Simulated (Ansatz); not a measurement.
# [CH₃···H···CH₂], triplet: transfer scan

Starting geometry:

```yaml
atoms:
  - { symbol: C, position_ang: [-1.3101, 0.0000, 0.0000] }
  - { symbol: H, position_ang: [-1.6733, 1.0273, 0.0000] }
  - { symbol: H, position_ang: [-1.6733, -0.5137, 0.8897] }
  - { symbol: H, position_ang: [-1.6733, -0.5137, -0.8897] }
  - { symbol: H, position_ang: [-0.2205, 0.0000, 0.0000] }
  - { symbol: C, position_ang: [1.4389, 0.0000, 0.0000] }
  - { symbol: H, position_ang: [1.8533, 0.0000, 0.9962] }
  - { symbol: H, position_ang: [1.8533, 0.0000, -0.9962] }
```

From there H5 is moved from one fragment to the other while all else, the fragments' distance too, stays fixed; atoms are numbered as listed. Energies are in kcal/mol, counted from the starting geometry at the same level.

Basis cc-pVDZ; Ansatz 0.2.0. Correlated methods freeze the noble-gas cores. Prefix R: restricted or restricted open-shell reference; prefix U: unrestricted. Active spaces: frontier = (10e, 10o) about the gap.

For open shells CISD is restricted-active-space CI with the open shells as a complete middle space. Runs in a small pair space aren't shown, since their orbitals change along the scan.

Full CI isn't at hand for all of this; UCCSDT(Q) serves as the reference, and is uncertain by about the last step of the cluster series. The frozen core follows each run's orbitals, which can shift R against U totals by a few meV.

```
distance C1-H5 (Å)  UCCSDT(Q)  error RMP2  error CISD  error RCCSD(T)  error UCCSDT  error CASSCF (frontier space)  error MRCISD+Q (frontier space)
             1.090        0.0         0.0         0.0             0.0           0.0                            0.0                              0.0
             1.171        0.9         0.4         0.9             0.0           0.0                            1.0                              0.1
             1.334        6.3         0.0         2.8             0.1           0.1                            3.2                              0.3
             1.496        6.3         0.6         2.4             0.1           0.0                            4.4                              0.3
             1.659        4.8         0.7         0.5             0.0           0.0                            7.1                              0.3
```

Errors are those of relative energies. In total energy the starting point itself misses UCCSDT(Q) by: RMP2 32.1, CISD 21.2, RCCSD(T) 0.7, UCCSDT 0.2, CASSCF (frontier space) 149.2, MRCISD+Q (frontier space) 0.9 kcal/mol.

Spread of the error over the points with a reference, to 1.659 Å (largest less smallest): UCCSDT 0.1, RCCSD(T) 0.1, MRCISD+Q (frontier space) 0.3, RMP2 0.7, CISD 2.8, CASSCF (frontier space) 7.1 kcal/mol.
